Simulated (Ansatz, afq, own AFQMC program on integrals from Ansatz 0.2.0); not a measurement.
Two steps: Ansatz 0.2.0 writes the Fock matrix and Cholesky factors of the valence space, and afq projects on them the lowest state that overlaps trial and start.

```yaml
crystal:
  periodic: [false, false, false]
  atoms:
    - {symbol: N, position_ang: [1.573896, -0.483879, 1.413418]}
    - {symbol: H, position_ang: [1.731404, 0.306179, 2.081982]}
basis:
  gaussian: {orbitals: def2-SVP}
magnetization: {spin_polarized: true, initial_magnetization: 2}
correlation: {method: ccsd_t, electrons: outside_noble_gas, hamiltonian_folder: ham}
```

```sh
$ ansatz run in.yaml --threads 1 --pin off --events-out ev --progress --plain --max-ram 24576MiB --backend cuda --devices 0, --max-vram 18GiB
```

Options of the walk:

```
--method free --trial cisd --walkers 4000 --time-step 0.03 --max-blocks 4000 --target-error 0.00018 --factor-cut 1e-05 --seed 6521 --times 0,0.3,0.6,1.2,1.8,2.4,3.6,4.8,6 --taylor-order 8
```

Times are imaginary, in 1/Eh. The walk had a cap of 61 s.

afq prints:

```
orbitals 18  electrons 4 2  factors 119 of 195
reference energy -54.91433871 Eh
CCSD correlation -0.12250970 Eh in 9 cycles, weight of the determinant in the CISD state 0.9574
repeat  energy at the last time / Eh  error
    10  -55.038853  0.000090
    20  -55.038914  0.000061
    30  -55.038921  0.000042
time / (1/Eh)  energy / Eh  error  mean overlap
  0.00  -55.036846  0.000007  1.0444
  0.30  -55.038325  0.000012  1.0445
  0.60  -55.038695  0.000013  1.0437
  1.20  -55.038849  0.000015  1.0415
  1.80  -55.038878  0.000014  1.0412
  2.40  -55.038885  0.000013  1.0397
  3.60  -55.038873  0.000023  1.0333
  4.80  -55.038902  0.000020  1.0231
  6.00  -55.038922  0.000041  1.0201
energy -55.038922 +/- 0.000041 Eh
```

The run passed its tests (error under three times the target), which doesn't prove that it has relaxed.

Against this walk (error 1.1 meV) on the same determinant: CCSD(T) 12.7 meV higher, CCSDT(Q) 2.1 meV higher (within the noise), CCSDTQ 1.7 meV higher (within the noise), full CI (a separate run on its own orbitals, whose frozen core shifts it by up to a few meV) 3.6 meV higher. The error is statistical, and a free projection of finite length keeps a remainder of its start.

Cautions: remainder of the start not in the error; full CI with its own frozen core.

The walk took 14 s on 1 thread of a server CPU with a shared H100 80 GB, shared host (the card was shared). The log's last line is the free-projection energy.

CCSDT and higher add their correlation energy to the determinant of the CCSD(T) run, since their own runs factorise the integrals more tightly (a shift of under 2 meV). A walk keeps the symmetry of its determinant, which the program's search chose and which needn't be the lowest solution, so a lower state of the same spin and another symmetry isn't excluded.
